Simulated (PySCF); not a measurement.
## Atomic charges against the basis set

Species: C₄H₇ClO.
Atom-mapped SMILES: `[CH3:1][CH:2]([CH3:3])[C:4](=[O:5])[Cl:6]` (hydrogens: H7, H8, H9 on C1; H10 on C2; H11, H12, H13 on C3)

PBE0 throughout (PySCF), one geometry, spherical d and f functions. One conformer (not necessarily the lowest) at the PBE0-D3(BJ)/def2-SVP geometry, without solvent, vibrations or thermal averaging. Atoms taken as equivalent share a column and are averaged.

Mulliken charges (e):

```
        basis  functions   C1/C3      C2      C4      O5     Cl6  H7 (×6)     H10
       STO-3G         41  -0.232  -0.066  +0.212  -0.144  -0.180   +0.089  +0.104
        6-31G         72  -0.481  -0.240  +0.125  -0.310  +0.054   +0.186  +0.216
       6-31G*        102  -0.527  -0.231  +0.293  -0.326  -0.059   +0.194  +0.212
     def2-SVP        123  -0.037  -0.202  +0.140  -0.137  -0.140   +0.056  +0.075
6-311+G(2d,p)        212  -0.665  +0.310  +0.127  -0.308  +0.062   +0.167  +0.139
    def2-TZVP        234  -0.378  -0.044  +0.216  -0.204  -0.139   +0.135  +0.115
```

IAO charges (e):

```tsv
basis	functions	C1/C3	C2	C4	O5	Cl6	H7 (×6)	H10
STO-3G	41	-0.387	-0.159	+0.184	-0.136	-0.117	+0.141	+0.156
6-31G	72	-0.431	-0.141	+0.323	-0.304	-0.117	+0.156	+0.168
6-31G*	102	-0.411	-0.139	+0.369	-0.331	-0.126	+0.148	+0.159
def2-SVP	123	-0.400	-0.139	+0.369	-0.332	-0.117	+0.144	+0.156
6-311+G(2d,p)	212	-0.423	-0.141	+0.382	-0.348	-0.122	+0.152	+0.163
def2-TZVP	234	-0.423	-0.142	+0.384	-0.349	-0.121	+0.152	+0.163
```

Hirshfeld charges (e):

```json
{"basis": "STO-3G", "functions": "41", "C1/C3": "-0.038", "C2": "+0.025", "C4": "+0.202", "O5": "-0.097", "Cl6": "-0.210", "H7 (×6)": "+0.021", "H10": "+0.028"}
{"basis": "6-31G", "functions": "72", "C1/C3": "-0.098", "C2": "-0.006", "C4": "+0.190", "O5": "-0.186", "Cl6": "-0.095", "H7 (×6)": "+0.041", "H10": "+0.046"}
{"basis": "6-31G*", "functions": "102", "C1/C3": "-0.097", "C2": "-0.007", "C4": "+0.197", "O5": "-0.189", "Cl6": "-0.100", "H7 (×6)": "+0.041", "H10": "+0.047"}
{"basis": "def2-SVP", "functions": "123", "C1/C3": "-0.112", "C2": "-0.021", "C4": "+0.196", "O5": "-0.188", "Cl6": "-0.063", "H7 (×6)": "+0.042", "H10": "+0.045"}
{"basis": "6-311+G(2d,p)", "functions": "212", "C1/C3": "-0.113", "C2": "-0.035", "C4": "+0.179", "O5": "-0.193", "Cl6": "-0.055", "H7 (×6)": "+0.046", "H10": "+0.052"}
{"basis": "def2-TZVP", "functions": "234", "C1/C3": "-0.116", "C2": "-0.031", "C4": "+0.186", "O5": "-0.192", "Cl6": "-0.059", "H7 (×6)": "+0.046", "H10": "+0.052"}
```

Some averages cover members that differ in this geometry, most widely: C1/C3, Mulliken in def2-TZVP -0.393 to -0.363 e.

Task: Which scheme is steadiest as the basis changes?

Result: Largest range over the bases for any column: Hirshfeld 0.16 e, IAO 0.21 e, Mulliken 0.63 e. Hirshfeld charges move least and Mulliken charges most, counted in e. Without the minimal STO-3G basis the ranges are Hirshfeld 0.05, IAO 0.06, Mulliken 0.63 e.

Task: How much do the charges still move between the two largest bases, 6-311+G(2d,p) and def2-TZVP?

Result: At most, over all atoms: Mulliken 0.354 e, IAO 0.002 e, Hirshfeld 0.007 e.

Task: What do the same runs give for the total energy, the frontier levels and the dipole moment?

Result: 
```json
{"basis": "STO-3G", "energy (Eh)": "-683.7647", "HOMO (eV)": "-5.93", "LUMO (eV)": "1.81", "μ (D)": "2.74"}
{"basis": "6-31G", "energy (Eh)": "-691.5459", "HOMO (eV)": "-8.36", "LUMO (eV)": "-0.97", "μ (D)": "3.27"}
{"basis": "6-31G*", "energy (Eh)": "-691.6325", "HOMO (eV)": "-8.24", "LUMO (eV)": "-0.73", "μ (D)": "2.98"}
{"basis": "def2-SVP", "energy (Eh)": "-691.3435", "HOMO (eV)": "-8.31", "LUMO (eV)": "-0.80", "μ (D)": "2.78"}
{"basis": "6-311+G(2d,p)", "energy (Eh)": "-691.7379", "HOMO (eV)": "-8.45", "LUMO (eV)": "-1.07", "μ (D)": "3.01"}
{"basis": "def2-TZVP", "energy (Eh)": "-691.7574", "HOMO (eV)": "-8.39", "LUMO (eV)": "-0.98", "μ (D)": "2.94"}
```

The dipole is fixed by the density alone, so its range of 0.53 D shows that the density itself changes with the basis, not only its division among atoms.
